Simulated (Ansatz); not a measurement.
**C₄H₇Cl: basis-set convergence**

An exercise on one series of results from a longer session: the logs are not shown, and one member is left open.

Computed with Ansatz 0.2.0, Gaussian basis. Level: one geometry, several basis sets.

Levels to be run: PBE0-D4/def2-SVP; ωB97M-V/def2-SVP; PBE0-D4/def2-QZVPP; ωB97M-V/def2-QZVPP; the functionals' def2-TZVPP values are taken from earlier runs.

### The relaxed structure

The geometry comes from an earlier relaxation with PBE0-D4 in a triple-zeta def2 set; it is a stationary point, not always the lowest conformer.

SMILES `C/C=C/CCl`, 12 atoms, charge 0, spin multiplicity 1.

Atoms are counted from 1 here; the program's logs count them from 0.

Bond lengths: C1–C2 1.488 Å, C1–H6 1.095 Å, C1–H7 1.091 Å, C1–H8 1.094 Å, C2–C3 1.328 Å, C2–H9 1.089 Å, C3–C4 1.480 Å, C3–H10 1.088 Å, C4–Cl5 1.800 Å, C4–H11 1.089 Å, C4–H12 1.090 Å. Angles: C2–C1–H6 110.8°, C2–C1–H7 111.5°, C2–C1–H8 111.1°, H6–C1–H7 108.3°, H6–C1–H8 106.6°, H7–C1–H8 108.3°, C1–C2–C3 125.1°, C1–C2–H9 116.5°, C3–C2–H9 118.4°, C2–C3–C4 123.4°, C2–C3–H10 120.1°, C4–C3–H10 116.5°, C3–C4–Cl5 111.3°, C3–C4–H11 111.8°, C3–C4–H12 112.2°, Cl5–C4–H11 106.7°, Cl5–C4–H12 105.2°, H11–C4–H12 109.3°.

The first run:

File in.yaml:

```yaml
crystal:
  periodic: [false, false, false]
  atoms:
    - {symbol: C, position_ang: [-1.229825, 1.046774, 1.125222]}
    - {symbol: C, position_ang: [-0.354396, 0.578779, 0.017304]}
    - {symbol: C, position_ang: [0.405329, -0.509407, 0.052748]}
    - {symbol: C, position_ang: [1.276666, -0.931656, -1.067071]}
    - {symbol: Cl, position_ang: [0.757955, -2.520935, -1.735126]}
    - {symbol: H, position_ang: [-2.272642, 1.106351, 0.798138]}
    - {symbol: H, position_ang: [-1.178248, 0.378431, 1.986360]}
    - {symbol: H, position_ang: [-0.946911, 2.052157, 1.452432]}
    - {symbol: H, position_ang: [-0.347813, 1.185829, -0.887249]}
    - {symbol: H, position_ang: [0.408973, -1.143998, 0.935990]}
    - {symbol: H, position_ang: [1.247370, -0.220801, -1.891569]}
    - {symbol: H, position_ang: [2.310540, -1.076723, -0.753077]}
basis:
  gaussian: {orbitals: def2-SVP}
hamiltonian: {xc: pbe0, dispersion: d4}
output: {orbitals: {seedname: orbitals}}
```

Run with:

```bash
$ ansatz run in.yaml --threads 4 --pin off --events-out ev --progress --plain --max-ram 10444MiB
```

Among the steps run: PBE0-D4 in def2-SVP; ωB97M-V in def2-SVP; PBE0-D4 in def2-QZVPP; ωB97M-V in def2-QZVPP.

One table of the session follows, with a row left open; its other results are not shown here.

It belongs to the step «Functionals by basis». 

```
functional       basis  HOMO (eV)  LUMO (eV)
   PBE0-D4    def2-SVP          ?          ?
   PBE0-D4  def2-TZVPP      -7.45      -0.17
   PBE0-D4  def2-QZVPP      -7.48      -0.26
   ωB97M-V    def2-SVP      -9.56       2.27
   ωB97M-V  def2-TZVPP      -9.65       1.95
   ωB97M-V  def2-QZVPP      -9.68       1.76
```

**Question.** Estimate the row for PBE0-D4, def2-SVP.

The run gave: HOMO (eV): -7.38; LUMO (eV): 0.05. In the column «HOMO (eV)» it is the highest.
